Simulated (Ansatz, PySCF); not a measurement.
This Ansatz (a first-principles code) input computes a PBE0/def2-TZVPD energy:

Ansatz 0.2 input:
```yaml
crystal:
  periodic: [false, false, false]
  atoms:
    - {symbol: C, position_ang: [-0.90662125, 0.03356361, 0.01032845]}
    - {symbol: O, position_ang: [-0.65976389, -1.22345915, 0.01905495]}
    - {symbol: O, position_ang: [0.01796517, 0.87372362, -0.00828984]}
    - {symbol: H, position_ang: [-1.92429970, 0.42273406, 0.01867193]}
    - {symbol: C, position_ang: [1.44997031, 0.46407951, -0.02130595]}
    - {symbol: H, position_ang: [1.98517887, 1.40495353, -0.03628633]}
    - {symbol: H, position_ang: [1.64490934, -0.10607014, 0.88265114]}
    - {symbol: H, position_ang: [1.62376902, -0.12272839, -0.91889202]}
    - {symbol: H, position_ang: [-1.45526222, -1.78686349, 0.03359938]}
basis:
  gaussian:
    orbitals: def2-TZVPD
hamiltonian:
  xc: {name: PBE0}
total_charge: 1
output: {forces: true}
```

**Question.** Write an input for the same energy in PySCF and say what it gives.

**Answer.** 
```python
from pyscf import gto, scf, dft

mol = gto.M(
    atom='''
    C    -0.90662125    0.03356361    0.01032845
    O    -0.65976389   -1.22345915    0.01905495
    O     0.01796517    0.87372362   -0.00828984
    H    -1.92429970    0.42273406    0.01867193
    C     1.44997031    0.46407951   -0.02130595
    H     1.98517887    1.40495353   -0.03628633
    H     1.64490934   -0.10607014    0.88265114
    H     1.62376902   -0.12272839   -0.91889202
    H    -1.45526222   -1.78686349    0.03359938
    ''',
    basis='def2-tzvpd',
    charge=1,
    spin=0,
    verbose=4,
)

mf = dft.RKS(mol, xc='pbe0').density_fit(auxbasis='def2-universal-jkfit')
mf.grids.level = 3
mf.conv_tol = 1e-9
mf.max_cycle = 100
mf.max_memory = 1500
mf.kernel()
if not mf.converged:
    mf = mf.newton()
    mf.kernel(mf.make_rdm1())
mf.analyze()
```
It gives -229.21561 Eh, and Ansatz -229.21553 Eh, a difference of 0.08 mEh, from the treatment of integrals and grids.

It need not be the lowest isomer of its formula.
